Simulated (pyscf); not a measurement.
H₃Si–SiH₂–Si:–Cl (SMILES [SiH3][SiH2][Si]Cl) [singlet] + SiH₄ (SMILES [SiH4]) → H₃Si–Si(SiH₃)(SiH₃)–Cl (SMILES [SiH3][Si]([SiH3])([SiH3])Cl) (multi-bond step; singlet surface; Si–Si, H–Si broken, Si–Si, Si–Si, H–Si formed). Optimised with ωB97X-D3(BJ)/def2-SVP in PySCF. Energies in eV from the separated reactants.

```csv
level,barrier,reaction energy
ωB97X-D3(BJ)/def2-TZVP,0.55,-2.31
PBE/def2-TZVP,…,…
r²SCAN/def2-TZVP,0.50,-2.19
PBE0-D3(BJ)/def2-TZVP,…,-2.23
ωB97M-D3(BJ)/def2-TZVP,0.80,-1.91
HF/def2-TZVP,1.52,-1.88
```

Problem. Fill in the missing entries.

Solution. 
- PBE/def2-TZVP, barrier: 0.53
- PBE/def2-TZVP, reaction energy: -1.98
- PBE0-D3(BJ)/def2-TZVP, barrier: 0.46

The functionals in the table span 0.34 eV in this barrier, from PBE0-D3(BJ) to ωB97M-D3(BJ). At the saddle there is also a short Si–Si contact that neither side keeps. One saddle was located; it need not be the lowest between these sides.
